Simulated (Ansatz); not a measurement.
**Bulk modulus of some fcc solids**

Method: RPBE (PAW; Ansatz, a quantum-chemistry and plane-wave program). References are measured values corrected to a static lattice. The table is a random draw of 6 from 10 solids with such references.

Values in GPa.

```tsv
solid	reference	RPBE	error (%)
fcc Pd	195 (187–198)	148	-24
fcc Pt	289	230	-20
fcc Al	80.8 (77.1–82.0)	74.8	-7.4
fcc Sr	12.5	10.7	-14.4
fcc Pb	47	34.6	-26
fcc Au	182	121	-34
```

Over these 6 solids the mean error is -21 %, the mean absolute error 21 % (median 22 %), and the worst case fcc Au at -34 %; the value is below the reference in 6 of 6 cases. Over all 10, from unrounded values, the mean error is -19.3 % and the mean absolute error 19.3 % (median 17.6 %).

All these references are brought to a static lattice.

Spin–orbit coupling is left out, also for the solids with elements from indium on (fcc Pt, fcc Pb, fcc Au); its size isn't shown.

Brackets give the range of the sources taken for a reference, where it is wide; it can hold other temperatures.

Differences are worked out from the printed values.

Each level is taken at its own relaxed cell. Ansatz's density-functional and Hartree–Fock values are scalar-relativistic unless marked +SOC, with PAW data made under PBE.

Ansatz's runs of these crystals have no spin polarisation.

Not in this set, of the fcc solids with a reference value in our tables and a result at some level: 1 for sources at odds; 1 for no value at RPBE (not run, a failed fit, an unstable or unbound cell, or a value held back for tests). These can be a level's best or worst cases. Solids without a released value at any level aren't counted. Layered and molecular crystals are counted apart. The metals Ce to Yb are counted apart.

References as tabulated in Levämäki et al. (2014), arXiv:1402.3671; doi:10.1021/acs.jctc.3c00612; Mejia-Rodriguez and Trickey (2018), arXiv:1807.09216.
